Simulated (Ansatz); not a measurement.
1T (CdI2-type) ZrSe₂

Method: PBE (Ansatz, a first-principles code, PAW).

Settings: plane-wave cutoff 500 eV, 12×12×6 k mesh (along the axes of the cell as run), Fermi–Dirac smearing 0.05 eV, scalar-relativistic PAW data made under PBE.

Cell (relaxed at this level):

```
CELL_PARAMETERS angstrom
      1.89907    -3.28928     0.00000
      1.89907     3.28928     0.00000
      0.00000     0.00000     6.87172
ATOMIC_POSITIONS crystal
  Zr 0.00000 0.00000 0.00000
  Se 0.33333 0.66667 0.23041
  Se 0.66667 0.33333 0.76959
```

```json
{
 "volume_per_atom": "28.62 Å³/atom",
 "equilibrium_lattice_constant_a": "3.798 Å",
 "lattice_parameter_c": "6.872 Å"
}
```

Measured, for comparison: lattice constant a 3.77 Å (temperature not stated, no zero-point or thermal correction; as tabulated in Björkman (2014), arXiv:1406.2436); lattice parameter c 6.122 Å (temperature not stated, zero-point anharmonic expansion removed (computed with revB86b-DF2); no thermal correction; as tabulated in Björkman (2014), arXiv:1406.2436). Computed (rounded) less measured: lattice constant a +0.7 %, lattice parameter c +12.3 %.

Note: the cell comes from a level without a dispersion term, which matters for the spacing of layers, chains or molecules; the cell has widely spaced layers and the level no dispersion term, so their spacing and the moduli can rest on weak binding.
